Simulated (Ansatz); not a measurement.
Geometry optimisation, UKS B3LYP-D4/def2-SVP in Ansatz.

The input (input.yaml):

```yaml
crystal:
  periodic: [false, false, false]
  atoms:
    - { symbol: B, position_ang: [-3.7e-05, 4.9e-05, -0.386279] }
    - { symbol: Cl, position_ang: [0.00025, -0.000377, 2.662323] }
    - { symbol: H, position_ang: [1.101573, 3.7e-05, -0.853066] }
    - { symbol: H, position_ang: [-1.101628, 3.7e-05, -0.85311] }
    - { symbol: F, position_ang: [-0.000159, 0.000254, 4.260132] }
magnetization:
  spin_polarized: true
  initial_magnetization: 1
basis:
  gaussian: { orbitals: def2-SVP }
hamiltonian:
  xc: b3lyp
  dispersion: d4
relax:
  f_tol: 0.03
  max_steps: 50
output:
  orbitals: {}
```

Command:

```bash
$ ansatz run input.yaml --threads 1 --pin off --max-ram 2048MiB --backend cpu --events-out ev --progress --plain --runs-dir out
```

Q: Where does it end, and by what steps?

A: It converged. After 20 steps the energy has fallen by 3.225 eV; Cl2 moved furthest, 1.37 Å. Parted: Cl2–F5 (1.60 → 2.28 Å). Joined: B1–Cl2 (3.05 → 1.75 Å).

| step | energy less start (eV) | largest force component (eV/Å) | accepted |
| --- | --- | --- | --- |
| 0 | 0.0000 | 3.281 | yes |
| 1 | -0.2403 | 3.078 | yes |
| 2 | -0.5907 | 4.091 | yes |
| 3 | -1.1685 | 5.677 | yes |
| 4 | -1.6494 | 5.330 | yes |
| 5 | -2.5850 | 1.326 | yes |
| 6 | -2.7918 | 0.353 | yes |
| 7 | -2.8342 | 0.077 | yes |
| 8 | -2.8593 | 0.212 | yes |
| 9 | -2.8782 | 0.319 | yes |
| 10 | -2.9263 | 0.616 | yes |
| 11 | -2.9985 | 0.486 | yes |
| 12 | -3.0656 | 0.443 | yes |
| 13 | -3.1194 | 0.425 | yes |
| 14 | -3.1672 | 0.436 | yes |
| 15 | -3.1983 | 0.622 | yes |
| 16 | -3.2101 | 0.347 | yes |
| 17 | -3.2151 | 0.242 | yes |
| 18 | -3.2217 | 0.166 | yes |
| 19 | -3.2249 | 0.053 | yes |
| 20 | -3.2250 | 0.025 | yes |

```xyz
5
Properties=species:S:1:pos:R:3
B 0.100 0.008 0.275
Cl 1.022 -0.104 1.761
H 0.728 -0.017 -0.746
H -1.089 0.107 0.361
F -0.761 0.006 3.179
```

Whether the end is a true minimum wasn't checked by a vibrational analysis.

Time of the run: 49 s on 1 thread of Arm Neoverse V2, on a shared host, peak memory 0.14 GiB.
